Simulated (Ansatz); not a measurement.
```yaml
crystal:
  periodic: [false, false, false]
  atoms:
    - {symbol: V, position_ang: [0.000000, 0.000000, 0.000000]}
    - {symbol: H, position_ang: [0.000000, 0.000000, 1.760000]}
basis:
  gaussian: {orbitals: def2-TZVP}
total_charge: 1
magnetization: {spin_polarized: true, initial_magnetization: 1}
hamiltonian: {xc: pbe0}
relax: {f_tol: 0.004, max_steps: 80}
```

```sh
$ ansatz run in.yaml --threads 1 --pin off --events-out ev --progress --plain --max-ram 2176MiB
```

Steps of the relaxation (energy above the last step; positions in Å, forces in eV/Å):

```
2
step 1, 100.5 meV
V     0.000    0.000    0.000    0.000    0.000    1.342
H     0.000    0.000    1.760    0.000    0.000   -1.342
```

```
2
step 2, 20.4 meV
V     0.000    0.000    0.096    0.000    0.000   -0.768
H     0.000    0.000    1.664    0.000    0.000    0.768
```

```
2
step 3, 0.2 meV
V     0.000    0.000    0.072    0.000    0.000   -0.073
H     0.000    0.000    1.688    0.000    0.000    0.073
```

```
2
step 4, 0.0 meV
V     0.000    0.000    0.069    0.000    0.000    0.001
H     0.000    0.000    1.691    0.000    0.000   -0.001
```

Close pairs at the end: V1–H2 1.623 Å.

A stationary point of unrestricted PBE0 after 4 steps, with ⟨S²⟩ = 1.734 against 0.75 for a pure state. 92 s on 1 thread of Intel Xeon Platinum 8259CL, shared host.
